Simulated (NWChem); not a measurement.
# UBLYP-D3(0)/6-31G (density fitting, lindep 0.0001, trust 0.2) run of [S3]−

Aim: a structure relaxation of [S3]−. 

The calculation is run with NWChem 7.3.0.

1 further run of the same task is left out (it didn't finish).

**1. The structure to begin with**

[S3]− has 3 atoms, charge -1, and is taken as a doublet. The shape is that of a GFN2-xTB optimisation. The run starts from this shape.

Bond lengths: S1–S2 1.984 Å, S2–S3 1.984 Å. Angles: S1–S2–S3 115.4°.

**2. A structure relaxation at UBLYP-D3(0)/6-31G (density fitting, lindep 0.0001, trust 0.2)**

File job.nw:

```
echo
start job
title "S3"
memory 2200 mb
charge -1

geometry units angstrom
 S     -1.117260     0.295410     1.265730
 S      0.397110     0.584890     0.015760
 S      0.720140    -0.880310    -1.281490
end

basis spherical
 * library 6-31G
end

basis "cd basis" spherical
 * library "dgauss a2 dft coulomb fitting"
end

dft
 xc becke88 lyp
 mult 2
 disp vdw 3
 grid coarse
 convergence density 0.001 diis 4
 direct
 maxiter 200
 mulliken
 noprint "final vectors analysis"
end

driver
 maxiter 60
 trust 0.2
end

freq
 temp 2 298.15 373.15
end

set lindep:tol 0.0001
task dft optimize
task dft frequencies
```

Launch:

```sh
$ nwchem job.nw > job.out
```

What values should one expect? Wanted: total energy at the end; dispersion energy; ⟨S²⟩; lowest harmonic wavenumber; highest harmonic wavenumber; zero-point energy.

Answer, from the run:

At UBLYP-D3(0)/6-31G (density fitting, lindep 0.0001, trust 0.2):

| quantity | value |
| --- | --- |
| total energy at the end | -1194.85970 Eh |
| dispersion energy | -3.13 kJ/mol |
| ⟨S²⟩ | 0.750 |
| lowest harmonic wavenumber | 219 cm⁻¹ |
| highest harmonic wavenumber | 420 cm⁻¹ |
| zero-point energy | 6.3 kJ/mol |

At the final geometry: Bond lengths: S1–S2 2.208 Å, S2–S3 2.208 Å. Angles: S1–S2–S3 111.6°. All 3 modes are real, so the shape is a minimum at this level. The optimisation took 5 steps and changed the energy by -0.895 eV.
